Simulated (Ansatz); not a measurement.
Zinc-blende CdTe, relaxed in Ansatz (plane waves) with several semilocal functionals. Each gives its own volume and its own elastic constant C11:

| level | V0 (Å³/atom) | elastic constant C11 (GPa) | ln V0 | ln C11 |
|---|---|---|---|---|
| LDA | 32.900 | 58.49 | 3.4935 | 4.0689 |
| PBEsol | 34.155 | 52.77 | 3.5309 | 3.9659 |
| PBE | 36.224 | 46.14 | 3.5897 | 3.8317 |

**Question.** Fit a straight line to ln C11 against ln V0. What does it predict for r²SCAN, whose volume is 35.246 Å³/atom?

**Answer.** With x = ln V0 and y = ln C11: means 3.53803 and 3.95550; Σ(Δx Δy) = -0.01152, Σ(Δx²) = 0.004704, so the slope is -2.45. At x = 3.5624 the line gives y = 3.95550 + (-2.45) × (3.5624 − 3.53803) = 3.8958, or 49.20 GPa. The run with r²SCAN gives 51.55 GPa, +4.8 % from the line. The rows used scatter about it by up to 0.7 %, while the largest value lies 27 % above the smallest.

Ansatz's density-functional and Hartree–Fock values are scalar-relativistic unless marked +SOC, with PAW data made under PBE.

Ansatz is a first-principles code.
